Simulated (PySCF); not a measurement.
A GIAO shielding run with PySCF 2.14 (density fitting, non-relativistic, gas phase) on `[S+]#[C-]`, CS:

```
$ OMP_NUM_THREADS=1 python probes_run.py task.json out

{"job": {"kind": "nmr", "xc": "KT3", "basis": "pcSseg-2", "pop": false}, "charge": 0, "multiplicity": 1}
C     -0.696837    -0.298772     0.071342
S      0.714299     0.270008    -0.083456
```

Hardware: 1 thread of an Arm Neoverse N1, shared host.

Task: How large is the calculation?

Result: 22 electrons, 79 basis functions and 254 auxiliary functions.

Task: How long does it take, and how much memory does it need?

Result: 2.1 s of wall time, with 12 SCF cycles; peak memory 0.32 GiB. Times on a shared host scatter by some tens of per cent.

Task: And these other runs on the same molecule and hardware: GIAO shielding at B97-2/pcSseg-2; GIAO shielding at PBE0/pcSseg-2; GIAO shielding at wB97X-D/pcSseg-2?

Result: B97-2/pcSseg-2: 79 functions, 1.5 s; PBE0/pcSseg-2: 79 functions, 4 s; wB97X-D/pcSseg-2: 79 functions, 1.9 s.
